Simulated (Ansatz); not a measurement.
Results of PBE-D4 (PAW; Ansatz, a first-principles code) for bcc Mo.

Run with plane-wave cutoff 520 eV, 24×24×24 k mesh, Fermi–Dirac smearing 0.05 eV, no spin polarisation, scalar-relativistic PAW data made under PBE.

Pressure at four volumes; x = ln(V/15.441 Å³). One pressure is withheld.

| V (Å³/atom) | x | P (GPa) |
|---|---|---|
| 14.514 | -0.0619 | ? |
| 14.823 | -0.0408 | 12.18 |
| 15.441 | 0.0000 | 0.01 |
| 16.367 | 0.0582 | -14.04 |

Q: Pass a parabola P(x) through the three rows shown, estimate the bulk modulus and its pressure derivative near zero pressure, and predict the withheld pressure.

A: Slopes between the rows: (0.01 − (12.18))/(0.0000 − (-0.0408)) = -298.28 and (-14.04 − (0.01))/(0.0582 − (0.0000)) = -241.41 GPa. Their difference over the span 0.0990 is c = 56.87/0.0990 = 574.4 GPa, so P(x) = 12.18 + (-298.28)(x − (-0.0408)) + 574.4 (x − (-0.0408))(x − (0.0000)). At the middle row B = −dP/dx = −[-298.28 + 574.4 × 0.0408] = 274.8 GPa, and B′ = dB/dP = 2c/B = 4.2. At x = -0.0619 the parabola gives 19.22 GPa; the run gives 19.30 GPa. The Birch–Murnaghan fit to the energies at all volumes has B0 = 273 GPa and B′ = 4.3.

Measured, for comparison: bulk modulus 265 GPa (zero-point energy and finite temperature contributions removed, sources range from 265 to 278; as tabulated in doi:10.1021/acs.jctc.3c00612). Computed less measured: bulk modulus +3.0 % (inside the range of the sources held).
